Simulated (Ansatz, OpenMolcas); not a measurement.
**BCl (SMILES [B]Cl): the vertical ionisation energy from total energies**

The species is BCl (2 atoms), meant as a singlet with charge 0. As SMILES, `[B]Cl`. Geometry: relaxed at GFN2-xTB.

```jsonl
{"atom": "B", "x (Å)": "0.0000", "y (Å)": "0.0000", "z (Å)": "0.0000"}
{"atom": "Cl", "x (Å)": "0.0000", "y (Å)": "0.0000", "z (Å)": "1.5785"}
```

Both states at this one shape; open shells run unrestricted unless said. 1 Eh = 27.2114 eV.

| level | program | singlet BCl (Eh) | doublet BCl+ (Eh) |
| --- | --- | --- | --- |
| BLYP/STO-3G | Ansatz | -479.524174 | -479.241870 |
| BHLYP/STO-3G | Ansatz | -479.598355 | -479.308854 |
| M06-2X/STO-3G | OpenMolcas | -479.614413 | -479.321891 |

Work out the vertical ionisation energy at each level.


1. BLYP/STO-3G: -479.241870 − (-479.524174) = 0.282304 Eh = 7.68 eV.
2. BHLYP/STO-3G: -479.308854 − (-479.598355) = 0.289501 Eh = 7.88 eV.
3. M06-2X/STO-3G: -479.321891 − (-479.614413) = 0.292522 Eh = 7.96 eV.

No measured value is set beside it here; the levels span 7.68 to 7.96 eV. Minimal sets are far from the basis-set limit.
